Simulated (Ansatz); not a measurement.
fcc Ir, treated with LDA in Ansatz (PAW).

Run with plane-wave cutoff 520 eV, 30×30×30 k mesh, Fermi–Dirac smearing 0.079 eV (set by the program), no spin polarisation, scalar-relativistic PAW data made under PBE.

Cell (relaxed at this level):

```
CELL_PARAMETERS angstrom
      0.00000     1.90555     1.90555
      1.90555     0.00000     1.90555
      1.90555     1.90555     0.00000
ATOMIC_POSITIONS crystal
  Ir 0.00000 0.00000 0.00000
```

Predict the Voigt–Reuss–Hill bulk modulus, elastic constant C44, elastic constant C12, Poisson ratio and elastic constant C11.


* **Voigt–Reuss–Hill bulk modulus**: 405 GPa
* **elastic constant C44**: 292 GPa
* **elastic constant C12**: 272 GPa
* **Poisson ratio**: 0.243
* **elastic constant C11**: 672 GPa

Measured, for comparison: elastic constant C44 262 GPa, elastic constant C12 249 GPa, elastic constant C11 590 GPa (temperature not stated, not corrected to a static lattice; as tabulated in Mehl and Papaconstantopoulos (1996), arXiv:mtrl-th/9602003). Computed (rounded) less measured: elastic constant C44 +11 %, elastic constant C12 +9 %, elastic constant C11 +14 %. A static lattice is as a rule a little smaller and stiffer than an uncorrected measurement, which narrows the difference in the elastic constant C12 and would widen misses of the other sign.

Elastic constants are with the ions relaxed.

Spin–orbit coupling is not included.

The result took very roughly 7 core-minutes.

Ansatz is an electronic-structure program.
